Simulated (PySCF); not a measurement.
# C2H2N2S (1,2,5-Thiadiazole): the cost of one run

The runs use PySCF 2.14.0, with density-fitted response routines of our own; the level of theory stands in each step. All values are computed, except where a source is named. Atoms are numbered from 0 throughout.

**1. Starting geometry**

7 atoms, charge 0, multiplicity 1; geometry from: GFN2-xTB. The atoms were then displaced at random by about 0.01 Å, so the start is not that level's minimum.

Bonds of the start (Å): C0–C1 1.39, C1–N2 1.30, N2–S3 1.66, S3–N4 1.64, N4–C0 1.30, C0–H5 1.11, C1–H6 1.06.

**2. Relaxing the molecule at PBE0-D3(BJ)/def2-SVP**

The job: settings as JSON, then the geometry in Å.

```
{"job": {"xc": "PBE0", "basis": "def2-SVP", "d3": "d3bj", "grid": 1, "shake": 0.01, "kind": "geom"}, "charge": 0, "multiplicity": 1}
C     -0.370270     0.697110     0.062500
C     -0.468020    -0.684870    -0.033120
N      0.700380    -1.247160    -0.121660
S      1.888940    -0.086700    -0.083530
N      0.840860     1.163820     0.030150
H     -1.216600     1.414560     0.132110
H     -1.341340    -1.285850    -0.036390
```

On the command line:

```
$ OMP_NUM_THREADS=1 python probes_run.py task.json out
```

The driver reads the jobs from task.json and runs them one after another.

**Question.** How long does this first job take on 1 thread of Arm Neoverse V1, shared host, and how much memory does it need?

About 18 s, with a peak of 0.36 GiB.
